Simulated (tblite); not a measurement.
`C=C1[C]=CC1=S` [radical] (doublet state). Structure optimised with GFN2-xTB, isolated species. This method treats the open shell by occupation alone, without spin polarisation.

```
atom  x, y, z in Å
C1     1.7389   -0.1422   -0.0647
C2     0.4265   -0.2496   -0.0291
C3    -0.6108   -1.3188   -0.0508
C4    -1.6609   -0.4771    0.0211
C5    -0.7304    0.6636    0.0542
S6    -1.0105    2.2554    0.1544
H7     2.2116    0.8255   -0.0300
H8     2.3770   -1.0062   -0.1294
H9    -2.7278   -0.5446    0.0492
```

(1) Where is the centre of mass (commonest isotopes), and what is the radius of gyration?

(2) What is the longest distance between nuclei?

(3) Work out the bond lengths C1=C2, C1–H8, C2–C5, C3=C4 in Å.

(4) What are the angles C2–C1–H8, C2–C1–H7, C1–C2–C3, C2–C3–C4, C3–C4–C5, C3–C4–H9, C5–C4–H9, C2–C5–S6?

(5) Give the dihedral angles C1–C2–C3–C4, H7–C1–C2–C5, C3–C4–C5–C2, H7–C1–C2–C3, C5–C2–C3–C4, C1–C2–C5–S6.

(6) How far apart are these pairs, which share no bond: C3···H7, C4···H8, S6···H7, S6···H9?

(7) Write the matrix of distances between heavy atoms (Å, lower triangle).

## Answers

(1) Mass 94.996 u; centre at (-0.426, 0.559, 0.042) Å; Rg = √(Σ m r²/M) = 1.722 Å. As Ia + Ib + Ic = 2 Σ m r², the three principal moments sum to 563.1 u·Å².

(2) H8···H9 and H7···H9, 5.129 Å down to 5.127 Å.

(3) For C1=C2 the difference vector is (-1.3124, -0.1074, 0.0356) Å, of length 1.3173 Å. C1=C2 1.317; C1–H8 1.076; C2–C5 1.476; C3=C4 1.348 Å.

(4) From the scalar product of the two bond vectors; for C2–C1–H8 it is -0.7470 Å² over 1.3173 × 1.0760 Å², cos θ = -0.5270. C2–C1–H8 121.8°; C2–C1–H7 120.6°; C1–C2–C3 138.7°; C2–C3–C4 95.4°; C3–C4–C5 89.6°; C3–C4–H9 137.7°; C5–C4–H9 132.7°; C2–C5–S6 138.3°.

(5) C1–C2–C3–C4 180° (antiperiplanar); H7–C1–C2–C5 0° (synperiplanar); C3–C4–C5–C2 0° (synperiplanar); H7–C1–C2–C3 180° (antiperiplanar); C5–C2–C3–C4 0° (synperiplanar); C1–C2–C5–S6 0° (synperiplanar). Dihedral signs follow IUPAC: positive where, seen along the central bond, the front bond turns clockwise onto the rear one.

(6) C3···H7 3.545 Å (3 bonds apart); C4···H8 4.075 Å (4 bonds apart); S6···H7 3.530 Å (4 bonds apart); S6···H9 3.286 Å (3 bonds apart).

(7) 
```
C1    0.000
C2    1.317  0.000
C3    2.628  1.490  0.000
C4    3.417  2.100  1.348  0.000
C5    2.600  1.476  1.989  1.472  0.000
S6    3.655  2.894  3.602  2.812  1.619  0.000
```

GFN2-xTB frequencies show an imaginary mode (140i cm⁻¹), so the point is no minimum at that level.

The run took 0.1 s wall on one thread, Arm Neoverse V2 (aarch64), no GPU, shared host with 96 logical CPUs at a one-minute load of 91. That covers the optimisation of the geometry.

These are computed values.
